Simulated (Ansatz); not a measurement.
Relaxing Cd2Ir

Computed with DFT PBE, scalar-relativistic, plane waves, PAW in Ansatz. Cutoff 420 eV, Γ-centred k mesh, Gaussian smearing, no spin polarisation in the final step.

Cd2Ir was placed on the sites of a reported TbCd2 cell (P6/mmm, No. 191), with Ir in place of Tb, at a guessed volume.

```xyz
3
Lattice="4.5290 0.0000 0.0000 -2.2645 3.9223 0.0000 0.0000 0.0000 3.1856" Properties=species:S:1:pos:R:3 pbc="T T T"
Cd    0.0000    2.6148    1.5928
Cd    2.2645    1.3074    1.5928
Ir    0.0000    0.0000    0.0000
```

Cell and atoms relax at zero pressure; the relaxation can't lower the symmetry of the start.

Formation energies are uncorrected and refer to the elements' standard structures at the same level.

(1) Which crystal results?

(2) What are its volume, energy, density and gap?

## Answers

(1) It keeps P6/mmm (No. 191). Conventional cell: a = 4.636 Å, c = 2.906 Å. Cd is coordinated by 3 Cd at 2.68 Å, 2 Cd at 2.91 Å and 6 Ir at 3.05 Å; around Ir lie 2 Ir at 2.91 Å and 12 Cd at 3.05 Å.

Space group P6/mmm (No. 191). a = 4.636 Å, b = 4.636 Å, c = 2.906 Å, α = 90.00°, β = 90.00°, γ = 120.00°
| atom | site | symmetry | x | y | z |
| --- | --- | --- | --- | --- | --- |
| Cd | 2d | -6m2 | 0.3333 | 0.6667 | 0.5000 |
| Ir | 1a | 6/mmm | 0.0000 | 0.0000 | 0.0000 |

(2) The volume per atom is 18.03 Å³, the density is 12.81 g/cm³ and the energy over the elements is 0.24 eV/atom. The gap on the 12×12×14 mesh is 0 eV (a metal).

The final run used a 12×12×14 mesh on its 3-atom cell and 0.10 eV smearing. For metals, differences of a few meV/atom aren't resolved. Spin–orbit coupling is left out. Symmetry constrained the relaxation, so the result can be a saddle point.

Cost: 2 runs of about 1.1 core-minutes in all, on Intel Xeon (Ice Lake) (shared hosts).